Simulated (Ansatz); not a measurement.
# BFSi: the cost of one run

Computed with Ansatz 0.2.0, Gaussian basis. Level: def2-QZVPP, core rule «outside noble gas», up to 7 orbitals frozen.

Plan: UHF; ROHF; CCSD(T) on UHF.

2 further runs of the same task are left out: 2 set aside as unsound or not needed.

### Step 1. The geometry

The geometry is a PBE0/def2-TZVP stationary point (not a proven minimum) of the parent state, kept for this charge and spin.

3 atoms, charge 0, spin multiplicity 5.

Atoms are counted from 1 here; the program's logs count them from 0.

Bond lengths: F1–B2 1.280 Å, B2–Si3 1.896 Å. Angles: F1–B2–Si3 180.0°.

### Step 2. UHF

in.yaml reads:

```yaml
crystal:
  periodic: [false, false, false]
  atoms:
    - {symbol: F, position_ang: [0.000000, 0.000000, 1.485424]}
    - {symbol: B, position_ang: [0.000000, 0.000000, 0.205103]}
    - {symbol: Si, position_ang: [0.000000, 0.000000, -1.690526]}
basis:
  gaussian: {orbitals: "def2-QZVPP.json"}
magnetization: {spin_polarized: true, initial_magnetization: 4}
hamiltonian: {xc: hf}
output: {orbitals: {seedname: orbitals}}
```

The run is started by

```bash
$ ansatz run in.yaml --threads 1 --pin off --events-out ev --progress --plain --max-ram 2393MiB
```

Q: Estimate wall time and peak memory on 1 thread of Arm Neoverse V1, shared host.

About 12 s, with a peak of 0.32 GiB.
